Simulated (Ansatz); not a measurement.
# Smallest direct gap on the k points sampled of rock-salt CdO at several levels of theory

No measured value is used here.

```json
[
 {"level (code)": "B3LYP (VWN-RPA form) (Ansatz)", "value (eV)": "2.65", "cell (Å³/atom)": "12.94"},
 {"level (code)": "HSE06+SOC (Ansatz)", "value (eV)": "2.28", "cell (Å³/atom)": "12.94"},
 {"level (code)": "LC-ωPBE (Ansatz)", "value (eV)": "7.60", "cell (Å³/atom)": "12.74"},
 {"level (code)": "PBE0+SOC (Ansatz)", "value (eV)": "2.92", "cell (Å³/atom)": "12.94"},
 {"level (code)": "Hartree–Fock (Ansatz)", "value (eV)": "10.70", "cell (Å³/atom)": "12.94"}
]
```

At these levels the smallest gap is indirect and lower: B3LYP (VWN-RPA form) 1.29, HSE06+SOC 0.90, LC-ωPBE 6.00, PBE0+SOC 1.56, Hartree–Fock 9.21 eV. Computed values are for a static lattice. Levels without +SOC have no spin–orbit coupling; where heavier elements are present it shifts gaps, mostly down, and can invert bands.  Values are at the measured cell; LC-ωPBE at the level's own equilibrium cell. K meshes differ between the levels. Ansatz's density-functional and Hartree–Fock values are scalar-relativistic unless marked +SOC, with PAW data made under PBE.

Ansatz is a program for electronic structure.
